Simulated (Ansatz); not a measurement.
## AlBClH3, SMILES [AlH2][BH]Cl: a ladder of methods at one geometry

Computed with Ansatz 0.2.0 through its Python package.

The script, `methods_albclh3.py`:
```python
"""One geometry of AlBClH3, method by method."""

import ansatz as az

params = {
    "basis": "cc-pVDZ",
}

geometry = (
    az.Crystal.molecule()
    .atom("Al", [-0.6733, 0.4005, -0.5682])
    .atom("B", [0.7494, -0.2951, 0.6615])
    .atom("Cl", [1.1544, -2.0809, 0.5989])
    .atom("H", [-1.4097, -0.5266, -1.5855])
    .atom("H", [-1.0967, 1.9895, -0.5556])
    .atom("H", [1.3178, 0.4486, 1.4028])
)

model = geometry.calculation().basis(gaussian=params["basis"])

methods = ["mp2", "ccsd", "ccsd_t"]
reports = [model.correlation(m).run().report for m in methods]
print(f"Hartree-Fock reference {reports[0]['reference_energy_ev'] / 27.211386246:.6f} Ha")
best = reports[-1]["free_energy_ev"] - reports[-1]["reference_energy_ev"]
for method, each in zip(methods, reports):
    gained = each["free_energy_ev"] - each["reference_energy_ev"]
    print(f"{method:8s} total {each['free_energy_ev'] / 27.211386246:.6f} Ha  correlation {gained:9.4f} eV  ({100 * gained / best:.1f} % of the last)")
```

`python methods_albclh3.py` gives:
```text
Hartree-Fock reference -727.835625 Ha
mp2      total -728.115358 Ha  correlation   -7.6119 eV  (84.2 % of the last)
ccsd     total -728.159794 Ha  correlation   -8.8211 eV  (97.6 % of the last)
ccsd_t   total -728.167836 Ha  correlation   -9.0399 eV  (100.0 % of the last)
```

Notes:
- Total energies depend on the basis set; only differences at equal settings carry meaning.
- The geometry is a force-field or estimated start, not a minimum of this method, and the basis set is short of its limit. A lower total doesn't mark the better method: functionals have no common bound, and MP2 and coupled cluster aren't variational.
- Inner cores stay frozen, so this is valence correlation.
- For Al to Cl the sets with a tight d function, cc-pV(X+d)Z, are usual.
- Timing: 3.7 s on 1 thread of Intel(R) Xeon(R) Processor @ 2.30GHz, on a shared host, peak memory 0.23 GiB.
